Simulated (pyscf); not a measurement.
PySCF, gas phase, ωB97X-D3(BJ)/def2-SVP geometries.

Task: PBE/def2-TZVP puts the barrier of `[CH3][CH2][CH2][Al]([CH3])[NH2]` → `[CH3][Al]([CH3])[NH2]` + `[CH2]=[CH2]` (elimination; singlet surface; C–C, Al–C broken, Al–C formed) at 168.4 kJ/mol and the reaction energy at +85.5 kJ/mol, from the reactant's lowest minimum found. What do r²SCAN/def2-TZVP, PBE0-D3(BJ)/def2-TZVP, ωB97M-D3(BJ)/def2-TZVP give on the same structures?

Result: r²SCAN: ΔE‡ = 167.6 kJ/mol, ΔE = +92.0 kJ/mol; PBE0-D3(BJ): ΔE‡ = 183.6 kJ/mol, ΔE = +107.1 kJ/mol; ωB97M-D3(BJ): ΔE‡ = 190.5 kJ/mol, ΔE = +90.7 kJ/mol. PBE's barrier matches one of them and lies within 22.1 kJ/mol of the others. Its reaction energy lies under all of them, by 5.2 to 21.6 kJ/mol. On the product side the descent ends in a complex, 33.4 kJ/mol under the separated species and 122.6 kJ/mol under the saddle at ωB97X-D3(BJ)/def2-TZVP. At the saddle there is also a short Al–C contact that neither side keeps. One saddle was located; it need not be the lowest between these sides.
